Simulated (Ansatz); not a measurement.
**Changing the shape of SH, doublet**

Computed with Ansatz's Gaussian-basis code (development build). Basis cc-pVDZ, nonrelativistic, 5 orbitals frozen in the corrections; active space CAS(7,5). Restricted Hartree–Fock, then the lowest state-specific CASSCF solution met for each case. Single-reference values can break down or jump between states where bonds are stretched. Solutions in different active orbitals can move differences by tenths of an eV and at times more than 1 eV.

Case A: bond length 1.2457 Å.

Case B: bond length 1.3540 Å.

Case C: bond length 1.4623 Å.

Energy less that of case A, in eV:

```json
{"case": "B", "RHF/ROHF": "-0.162"}
{"case": "C", "RHF/ROHF": "+0.005"}
```

(1) What does SC-NEVPT2 give for these differences?

(2) Which case is lowest, and do the methods agree?

Results:

(1) B: -0.212 eV (-4.9 kcal/mol); C: -0.107 eV (-2.5 kcal/mol).

(2) B is lowest in SC-NEVPT2. Of the methods shown, RHF/ROHF agrees.
